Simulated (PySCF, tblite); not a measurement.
**C₅H₇ radical: geometry, infrared bands and EPR parameters**

What infrared bands and EPR parameters should C₅H₇ radical (`[H]/[C]=C\C=C\C`) show?

Computed with tblite 0.8.0 and PySCF 2.14.0, with density-fitted response routines of our own, on a single molecule in the gas phase. Atoms count from 0, in the outputs and in this text.

## Step 1: The molecule as given

12 atoms, charge 0, multiplicity 2; geometry from: force field or distance geometry start.

Bonds of the start (Å): C0–C1 1.28, C1–C2 1.45, C2–C3 1.32, C3–C4 1.49, C0–H5 1.08, C1–H6 1.09, C2–H7 1.09, C3–H8 1.10, C4–H9 1.09, C4–H10 1.10, C4–H11 1.10.

## Step 2: Optimising the geometry with GFN2-xTB

What the job is given:

```
{"job": {"kind": "relax", "xc": "GFN2-xTB", "basis": "xTB"}, "charge": 0, "multiplicity": 2}
C     -2.700500     0.673700    -0.099100
C     -1.764600    -0.031300     0.421500
C     -0.363100     0.239700     0.163400
C      0.632500    -0.462600     0.679800
C      2.076000    -0.197000     0.425800
H     -3.493500     1.259400    -0.534500
H     -2.013600    -0.855600     1.088300
H     -0.148800     1.080500    -0.502700
H      0.428400    -1.306400     1.356700
H      2.591400     0.025200     1.360700
H      2.215500     0.651500    -0.260100
H      2.541400    -1.077800    -0.032700
```

The run is started by

```
> OMP_NUM_THREADS=1 python probes_run.py task.json out
```

This one command runs all jobs of the session in turn.

Output:

```text
step      E/eV     max force
  0    -383.85965    1.928
  1    -383.88308    1.485
  2    -383.90129    0.258
  3    -383.90431    0.221
  4    -383.90905    0.206
  5    -383.91222    0.213
  6    -383.91421    0.159
  7    -383.91681    0.196
  8    -383.91983    0.197
  9    -383.92418    0.241
 10    -383.93024    0.339
 11    -383.93870    0.432
 12    -383.95230    0.441
 13    -383.96353    0.361
 14    -383.97469    0.338
 15    -383.97943    0.429
 16    -383.98923    0.290
 17    -383.99982    0.260
 18    -384.01032    0.226
 19    -384.01811    0.250
 20    -384.02355    0.231
 21    -384.02794    0.184
 22    -384.03064    0.129
 23    -384.03257    0.116
 24    -384.03387    0.094
 25    -384.03502    0.105
 26    -384.03600    0.090
 27    -384.03682    0.082
 28    -384.03765    0.094
 29    -384.03872    0.102
 30    -384.04002    0.117
 31    -384.04128    0.088
 32    -384.04221    0.107
 33    -384.04290    0.064
 34    -384.04355    0.088
 35    -384.04419    0.073
 36    -384.04472    0.076
 37    -384.04516    0.091
 38    -384.04565    0.103
 39    -384.04613    0.084
 40    -384.04640    0.035
 41    -384.04652    0.036
 42    -384.04661    0.036
 43    -384.04669    0.032
 44    -384.04673    0.014
 45    -384.04675    0.012
 46    -384.04675    0.009
```

Wall time 0.18 s (1 thread of Arm Neoverse V1, shared host).

The steps of the relaxation: (not every step is listed)

```tsv
step	energy from step 0 (eV)	largest force (eV/Å)
0	0.0000	1.9284
1	-0.0234	1.4854
2	-0.0416	0.2584
3	-0.0447	0.2205
4	-0.0494	0.2056
5	-0.0526	0.2135
6	-0.0546	0.1588
7	-0.0572	0.1957
8	-0.0602	0.1970
11	-0.0790	0.4315
14	-0.1150	0.3383
17	-0.1402	0.2604
20	-0.1639	0.2311
23	-0.1729	0.1159
26	-0.1764	0.0897
29	-0.1791	0.1018
32	-0.1826	0.1068
35	-0.1845	0.0734
38	-0.1860	0.1034
41	-0.1869	0.0362
42	-0.1870	0.0361
43	-0.1870	0.0318
44	-0.1871	0.0145
45	-0.1871	0.0121
46	-0.1871	0.0091
```

Distances of close pairs at the start and the end, largest changes first:

```tsv
bond	before (Å)	after (Å)	change (Å)
C3–H8	1.101	1.083	-0.018
C0–C1	1.282	1.300	+0.018
C1–C2	1.451	1.466	+0.015
C4–H10	1.100	1.087	-0.013
C0–H5	1.078	1.065	-0.012
C2–H7	1.094	1.082	-0.012
C4–H11	1.097	1.090	-0.007
C2–C3	1.323	1.329	+0.006
```

The next job starts from the end point, and lists it.

## Step 3: Harmonic vibrations with GFN2-xTB

What the job is given:

```
{"job": {"kind": "ir", "xc": "GFN2-xTB", "basis": "xTB"}, "charge": 0, "multiplicity": 2}
C     -2.843941     0.561970    -0.005188
C     -1.813672    -0.076763     0.463686
C     -0.410232     0.229397     0.172456
C      0.606089    -0.459598     0.680583
C      2.041859    -0.171846     0.402599
H     -3.044533     1.386357    -0.649635
H     -1.954661    -0.919087     1.134332
H     -0.233398     1.063644    -0.492852
H      0.417933    -1.293108     1.345605
H      2.567070     0.047281     1.332425
H      2.149831     0.674576    -0.271094
H      2.518855    -1.043508    -0.045835
```

Output:

```text
mode    cm-1     km/mol
  1     108.5      0.22
  2     170.9      0.60
  3     198.2      0.00
  4     242.8      0.20
  5     402.5      2.70
  6     468.7      0.88
  7     580.3      8.28
  8     738.8      0.07
  9     745.0     51.51
 10     912.9     13.39
 11     953.5     22.83
 12    1000.4     31.98
 13    1030.8      0.05
 14    1088.9      2.24
 15    1116.0      7.59
 16    1196.1      2.37
 17    1275.7      7.27
 18    1288.1      0.32
 19    1399.7      2.61
 20    1474.7      4.70
 21    1481.4      7.53
 22    1654.9      3.35
 23    1699.9      5.92
 24    2985.9     20.47
 25    2992.4     28.08
 26    3008.1     32.08
 27    3039.9      4.33
 28    3053.5     23.89
 29    3066.8     93.10
 30    3186.2     17.78
```

It took 0.2 s on 1 thread of Arm Neoverse V1, shared host.

The strongest bands and the atoms that carry them (share of the mass-weighted mode):

```tsv
cm⁻¹	km/mol	atoms
745	51.5	H5 59 %, C0 28 %
954	22.8	H10 19 %, C4 16 %, H11 15 %, H9 15 %
1000	32.0	H7 40 %, H8 23 %
2986	20.5	H6 93 %
2992	28.1	H9 46 %, H11 45 %
3008	32.1	H11 48 %, H9 47 %
3054	23.9	H8 63 %, H7 17 %, H10 13 %
3067	93.1	H7 76 %, H8 13 %
```

## Step 4: g tensor and hyperfine couplings: B3LYP/pcH-1

Settings changed since step 3:

```diff
@@ -1,2 +1,2 @@
-{"job": {"kind": "ir", "xc": "GFN2-xTB", "basis": "xTB"}, "charge": 0, "multiplicity": 2}
+{"job": {"kind": "epr", "basis": "pcH-1"}, "charge": 0, "multiplicity": 2}
 C     -2.843941     0.561970    -0.005188
```

Method: UKS B3LYP, pcH-1 on C H, non-relativistic, mean-field spin-orbit, GIAO.

Output:

```text
UKS, coarse grid
  cycle   1  E = -194.59875811  |g| = 2.79e-01
  cycle   2  E = -194.59391584  |g| = 3.02e-01
  cycle   3  E = -194.64119966  |g| = 6.61e-02
  cycle   4  E = -194.64310168  |g| = 3.46e-02
  cycle   5  E = -194.64381170  |g| = 6.00e-03
  cycle   6  E = -194.64385163  |g| = 4.06e-03
  cycle   7  E = -194.64387534  |g| = 2.34e-03
  cycle   8  E = -194.64388684  |g| = 1.52e-03
  cycle   9  E = -194.64389303  |g| = 5.44e-04
UKS, final grid
  cycle   1  E = -194.64386929  |g| = 5.79e-04
  cycle   2  E = -194.64386931  |g| = 9.22e-04
  cycle   3  E = -194.64386980  |g| = 2.02e-04
  cycle   4  E = -194.64386992  |g| = 1.58e-04
  cycle   5  E = -194.64387003  |g| = 5.05e-05
  cycle   6  E = -194.64387003  |g| = 1.99e-05
E = -194.64387003 Eh   <S^2> = 0.7633 (exact 0.7500)
g shifts (ppm)      1          2          3
  rmc          -148       -148       -148
  gc             32          6        -47
  oz_so        -356        -26        587
  total        -473       -168        391
hyperfine (MHz)  atom isotope    a_iso     a_fc   dipolar eigenvalues
    0   13C     334.55     334.55    -84.23    -57.44    141.68
    1   13C     -11.92     -11.92    -19.89      2.79     17.10
    2   13C      91.92      91.92     -8.70     -1.69     10.39
    3   13C      -0.81      -0.81    -10.33      3.22      7.11
    4   13C       4.50       4.50     -0.55     -0.30      0.85
    5    1H      39.04      39.04    -32.86     -7.90     40.76
    6    1H     113.05     113.05     -6.73     -5.73     12.45
    7    1H      -6.64      -6.64     -5.13     -2.02      7.15
    8    1H       3.08       3.08     -2.48     -1.70      4.17
    9    1H      -5.69      -5.69     -0.43     -0.26      0.69
   10    1H       0.43       0.43     -0.69     -0.63      1.32
   11    1H      -5.67      -5.67     -0.43     -0.26      0.69
```

Wall time 24 s (1 thread of Arm Neoverse V1, shared host); peak memory 0.67 GiB.

Principal g values 2.00185, 2.00215, 2.00271; g(iso) = 2.00224, against 2.00232 for a free electron.

Mean a(iso) over the nuclei that a row names, and the largest dipolar term of the row (other rows stand at the frozen geometry):

```tsv
nuclei	isotope	a(iso) (MHz)	a(iso) (G, at g = 2.0023)	largest dipolar term (MHz)
C0	13C	334.5	119.4	141.7
H6	1H	113.1	40.3	12.5
C2	13C	91.9	32.8	10.4
H5	1H	39.0	13.9	40.8
C1	13C	-11.9	-4.3	-19.9
H7	1H	-6.6	-2.4	7.1
C4	13C	4.5	1.6	0.9
H9, H10, H11	1H	-3.6	-1.3	1.3
H8	1H	3.1	1.1	4.2
C3	13C	-0.8	-0.3	-10.3
```

Mulliken spin populations:

```tsv
atom	value (e)
C0	1.08
C1	-0.17
C2	0.09
C3	-0.05
C4	0.01
H5	0.00
H6	0.04
H7	0.00
H8	0.00
H9	0.00
H10	0.00
H11	0.00
```

In first order the couplings over 0.8 MHz of 1H give 64 distinct lines over 61.6 G, if the averaged nuclei exchange fast.

The fields below are evaluated on a grid from the run's orbitals.

ELF in a plane through or near 10 of the atoms.

Ten even steps from ' ' (0.00) to '@' (1.00):
```
                                                        
                                                        
                                                        
                --++::      ::--..                      
              ==@@@@@@..  ::@@@@##      ==##**::        
              **@@@@@@==  **@@@@@@..  ::@@@@@@##..      
              ++@@@@@@==  **@@@@@@..  ==@@@@@@%%..      
            ..--##@@%%--  ==@@@@##  ..==@@@@@@##..      
            --++++::++++--++----**--==**--##%%++::      
          ..==####..##%%++%%==::%%****%%::==%%##++..    
          ..==####++##++::**##++%%::::%%##%%@@%%**::    
            ::==--::--******--..++**++++==##%%##++..    
                    --@@@@@@..  ##@@@@**..::++++::      
                    **@@@@@@::  %%@@@@%%      ..        
                    **@@@@@@..  %%@@@@%%                
                    ::##%%++    --%%%%==                
                        ..        ....                  
                                                        
                                                        
                                                        
```
The map spans 11.8 Å across and 8.3 Å up, centred on the molecule. Atoms in the plane (x, y in Å): C0 (2.9, 0.1), C1 (1.8, -0.5), C2 (0.5, 0.2), C3 (-0.7, -0.4), C4 (-2.0, 0.2), H5 (3.3, 1.1), H6 (1.7, -1.6), H7 (0.5, 1.3), H8 (-0.7, -1.5), H10 (-1.9, 1.3).

On the surface of density 0.002 e/bohr³ the electrostatic potential runs, from the 1st to the 99th percentile, from -0.76 V near C0 to 0.97 V near H5.

The spin density lies nearest to C0 64 %; H5 15 %; C1 6 % (beta excess).

## Step 5: What came out

| quantity | value |
| --- | --- |
| strongest single infrared mode (GFN2-xTB) | 3067 cm⁻¹, 93 km/mol |
| zero-point energy (GFN2-xTB) | 60.8 kcal/mol |
| g(iso) (B3LYP) | 2.00224 |
| ⟨S²⟩ | 0.763 (exact 0.75) |
| largest a(iso) (averaged by class) | 13C on C0, 334.5 MHz |
| surface potential, 1st and 99th percentile | -0.76 V and 0.97 V |

**Reading.** Relaxing lowered the energy by 0.187 eV in 46 steps; the close pair that moved most is C3–H8, from 1.101 to 1.083 Å. No mode is imaginary among the 30: a minimum at this level. The strongest single mode, at 3067 cm⁻¹, moves mainly H7. Unscaled tight-binding wavenumbers are off by several per cent, some by more. Its intensities can rank the bands wrongly. Most of the unpaired spin sits on C0 (1.08 e). The isotropic g lies 0.1 ppt below the free-electron value.
